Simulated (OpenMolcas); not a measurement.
# OCS (carbonyl sulfide): a line through the functionals

OCS has 3 atoms, charge 0, and is taken as a singlet. As SMILES, `O=C=S`. The coordinates come from a GFN2-xTB relaxation.

The vertical energy of the triplet above the singlet y, in eV, basis def2-TZVP; a is the functional's share of exact exchange. Programs: OpenMolcas 26.06.

| functional | program | a | y (eV) |
| --- | --- | --- | --- |
| revPBE | OpenMolcas | 0 | 5.10 |
| r2SCAN | OpenMolcas | 0 | 5.07 |
| B3LYP | OpenMolcas | 0.2 | ? |
| PBE0 | OpenMolcas | 0.25 | 5.01 |
| BHLYP | OpenMolcas | 0.5 | 4.88 |

Q: Fit y = c + s·a to the known rows and predict B3LYP.

A: 
1. Means of the 4 rows: a = 0.1875, y = 5.015.
2. Σ(Δa)² = 0.17188, Σ(Δa·Δy) = -0.06875, so the slope is -0.06875/0.17188 = -0.39999.
3. Intercept: 5.015 − (-0.39999) × 0.1875 = 5.090. The largest residual of the fit is 0.020.
4. B3LYP: 5.090 + (-0.39999) × 0.2 = 5.01 eV.

The run gave 5.05 eV, so the prediction is off by -0.04 eV, more than the scatter of the fit. Exact exchange favours the state with more unpaired electrons.
